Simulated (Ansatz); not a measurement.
`N#CC(F)(F)F` and `N#CC(F)F` differ in one atom or group.

Ansatz, PBE0-D4/def2-TZVP geometries, multiplicity 1. 

| property | `N#CC(F)(F)F` |
| --- | --- |
| HOMO–LUMO gap (PBE0/def2-TZVPP) / eV | 10.34 |
| LUMO energy (PBE0/def2-TZVPP) / eV | -0.79 |
| LUMO energy (ωB97M-V/def2-TZVPP) / eV | 1.56 |
| size of the dipole moment (B3LYP/def2-TZVPP) / D | 1.40 |
| HOMO energy (B3LYP/def2-TZVPP) / eV | -10.86 |
| HOMO–LUMO gap (B3LYP/def2-TZVPP) / eV | 9.78 |

(1) Give the same properties after the change, and the shifts. (An estimate is asked.)

Answers

(1) The calculation gave: 
| property | `N#CC(F)F` | shift |
| --- | --- | --- |
| HOMO–LUMO gap (PBE0/def2-TZVPP) / eV | 10.02 | -0.32 |
| LUMO energy (PBE0/def2-TZVPP) / eV | -0.68 | 0.11 |
| LUMO energy (ωB97M-V/def2-TZVPP) / eV | 1.61 | 0.05 |
| size of the dipole moment (B3LYP/def2-TZVPP) / D | 2.46 | 1.06 |
| HOMO energy (B3LYP/def2-TZVPP) / eV | -10.45 | 0.41 |
| HOMO–LUMO gap (B3LYP/def2-TZVPP) / eV | 9.48 | -0.30 |

With PBE0 the HOMO rises by 0.43 eV and the LUMO rises by 0.11 eV, so the gap narrows by about 0.32 eV. PBE moves the HOMO by 0.51 eV and ωB97M-V by 0.45 eV. Dipoles are sizes alone; their direction can turn.

B3LYP here is the variant with VWN-RPA as its local correlation; programs differ in this.
